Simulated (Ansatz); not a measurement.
**C$_{2}$H$_{5}$Cl, singlet: the ladder up to RCCSDT(Q)**

Geometry: MP2(full)/6-31G*, from the G2/97 set.

```xyz
8

C     0.0947    0.8946    0.0000
C     1.6005    0.7348    0.0000
Cl   -0.7289   -0.6930    0.0000
H    -0.2503    1.4286    0.8852
H    -0.2503    1.4286   -0.8852
H     2.0716    1.7218    0.0000
H     1.9339    0.1912    0.8854
H     1.9339    0.1912   -0.8854
```

Basis 6-31G* (Cartesian d functions); Ansatz 0.2.0. Correlated methods freeze the noble-gas cores, which leaves 20 electrons in 52 orbitals. R marks a restricted (for open shells ROHF) determinant. Active spaces: frontier = (8e, 8o) about the gap.

Full CI isn't at hand for all of this; RCCSDT(Q) serves as the reference, and is uncertain by about the last step of the cluster series.

* UHF ⟨S²⟩: 0.000
* T1 diagnostic (RCCSD): 0.0076
* largest doubles amplitude (RCCSD): 0.032

Task: From what is known of these methods and the diagnostics, rank them by the size of their error in total energy against RCCSDT(Q) in 6-31G*, smallest first (an estimate: the text doesn't fix the numbers).
A. RHF
B. CISD
C. MRCISD (frontier space)
D. RCCSD(T)
E. RMP2

Result: D (1.31 mEh), C (42.24 mEh), E (52.28 mEh), B (60.67 mEh), A (445.12 mEh).

All errors are against RCCSDT(Q) in 6-31G*. Within each family the higher level lies nearer, as is usual though not guaranteed.

Atomization energy (electronic, same basis, no zero-point term; atoms at the same level, unrestricted beside the R rows where the molecule is a closed shell, with restricted open-shell steps beyond CCSDT(Q)) at RCCSDT(Q): 2647.2 kJ/mol. Errors of other levels:

```json
{"level": "RHF", "error (kJ/mol)": "-467.1"}
{"level": "RMP2", "error (kJ/mol)": "16.3"}
{"level": "CISD", "error (kJ/mol)": "-136.7"}
{"level": "RCCSD", "error (kJ/mol)": "-21.8"}
{"level": "RCCSD(T)", "error (kJ/mol)": "-1.0"}
{"level": "BCCD(T)", "error (kJ/mol)": "-0.5"}
{"level": "RCCSDT", "error (kJ/mol)": "-1.1"}
```

This basis is far from its limit, so the value isn't to be set against a measured one. Truncated CI isn't size-consistent, which counts against it in atomization.
